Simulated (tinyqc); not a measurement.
Stretching all distances: RHF, UHF, MP2, CISD and CCSD against full CI in the sto-3g basis, for LiH, spin multiplicity 1. Computed by the program tinyqc with PySCF. All coordinates are multiplied by the scale. c0^2 is the weight of the RHF determinant in the lowest singlet FCI state (UHF is spin-contaminated and may lie near states of higher spin) and n(LUMO) the first natural occupation beyond the occupied space.

Geometry (angstrom):
```
atom,x,y,z
Li,0.0000,0.0000,0.0000
H,0.0000,0.0000,1.5190
```

Full CI energy (hartree) and errors against it (kcal/mol):
```
scale,distance 1-2 (angstrom),E(FCI),RHF,UHF,MP2,CISD,CCSD,<S^2> UHF,c0^2,n(LUMO)
0.9800,1.4886,-7.882140,11.8363,11.8363,4.2247,0.0074,0.0058,0.0000,0.9776,0.0363
1.2000,1.8228,-7.873192,15.7297,15.7297,6.2503,0.0110,0.0087,0.0000,0.9630,0.0625
1.4200,2.1570,-7.849032,22.5329,20.7050,9.9235,0.0174,0.0143,0.3613,0.9300,0.1182
1.6400,2.4912,-7.824312,32.8394,15.9582,15.6308,0.0292,0.0250,0.7558,0.8662,0.2220
2.0900,3.1747,-7.793868,63.9134,4.7663,31.0077,0.0653,0.0592,0.9523,0.6738,0.5557
2.3100,3.5089,-7.788005,80.0480,2.3979,35.7373,0.0784,0.0704,0.9778,0.6088,0.6940
2.5300,3.8431,-7.785076,94.2041,1.2233,36.1567,0.0863,0.0765,0.9898,0.5687,0.7935
```

Estimate the missing row, scale = 1.87.

Computed row:
```
scale   distance 1-2 (angstrom)     E(FCI)      RHF     UHF      MP2    CISD    CCSD  <S^2> UHF    c0^2  n(LUMO)
1.8700                   2.8405  -7.804945  47.5449  9.1549  23.5237  0.0475  0.0425     0.8966  0.7667   0.3863
```

UHF parts from RHF first at scale 1.42 of those listed, where <S^2> leaves zero. The weight c0^2 goes from 0.98 to 0.57 and n(LUMO) from 0.04 to 0.79: static correlation grows as the bonds break into open-shell fragments. The spread of the error along the curve, which distorts its shape, is CCSD 0.1, CISD 0.1, UHF 19.5, MP2 31.9, RHF 82.4 kcal/mol.
